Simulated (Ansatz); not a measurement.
Write a Python script for the Ansatz DFT code, driven from Python that makes the energy of protonation at one site of CH4OSi, SMILES C1O[SiH2]1. Level of theory (for the species named): r2SCAN, cc-pVDZ basis, multiplicity 1.

The script reads `ch4osi.xyz`:
```text
7

C    -0.54680   -0.42470   -0.66510
O    -0.00210   -1.09520    0.40020
Si    0.47650    0.47410    0.52100
H    -1.57310   -0.13270   -0.61770
H    -0.19330   -0.53130   -1.68730
H    -0.09060    1.09710    1.74570
H     1.99050    0.54480    0.25750
```

Script `pa_ch4osi.py`:
```python
"""Adding a proton to CH4OSi."""

import warnings

import ansatz as az
import numpy as np

warnings.simplefilter("ignore", az.DeckWarning)

ch4osi = az.Crystal.molecule_from_extxyz("ch4osi.xyz")

calc = ch4osi.calculation()
calc = calc.basis(gaussian="cc-pVDZ")
calc = calc.functional("r2scan")
symbols = [site.symbol for site in ch4osi.cartesian_sites]
start = np.array([site.position_ang for site in ch4osi.cartesian_sites], dtype=float)
rep = calc.relax(force_tolerance=0.01).run(threads=1, pin="off").report
end = np.array(rep["positions_ang"])

# start the new hydrogen opposite the existing bonds
away = sum((end[1] - end[j]) / np.linalg.norm(end[1] - end[j]) for j in [0, 2]) + np.array([0.15, 0.1, -0.2])
proton = end[1] + 1.0 * away / np.linalg.norm(away)
acid = az.Crystal.molecule()
for symbol, place in zip(symbols, end):
    acid = acid.atom(symbol, place.tolist())
acid = acid.atom("H", proton.tolist())
protonated = acid.calculation()
protonated = protonated.basis(gaussian="cc-pVDZ")
protonated = protonated.functional("r2scan")
protonated = protonated.charge(1).relax(force_tolerance=0.01, max_steps=80)
after = protonated.run(threads=1, pin="off").report
xyz = np.array(after["positions_ang"])
reach = np.linalg.norm(xyz[:-1] - xyz[-1], axis=1)
print(f"base {rep['free_energy_ev']:.5f} eV, protonated {after['free_energy_ev']:.5f} eV")
print(f"the proton ends {reach.min():.3f} A from {symbols[reach.argmin()]}{reach.argmin()}")
print(f"electronic proton affinity {23.060548 * (rep['free_energy_ev'] - after['free_energy_ev']):.1f} kcal/mol")
```

Running `python pa_ch4osi.py` prints:
```text
base -11023.34392 eV, protonated -11032.09032 eV
the proton ends 0.980 A from O1
electronic proton affinity 201.7 kcal/mol
```

Notes:
- Total energies depend on the basis set; only differences at equal settings carry meaning.
- The proton is put on one chosen atom, which needn't be the most basic site, so the molecule's proton affinity can be higher; the ends are stationary points, not checked by frequencies, and zero-point and thermal terms count only where printed.
- The whole script took 73 s on 1 thread of Arm Neoverse V1, on a shared host, peak memory 0.21 GiB.
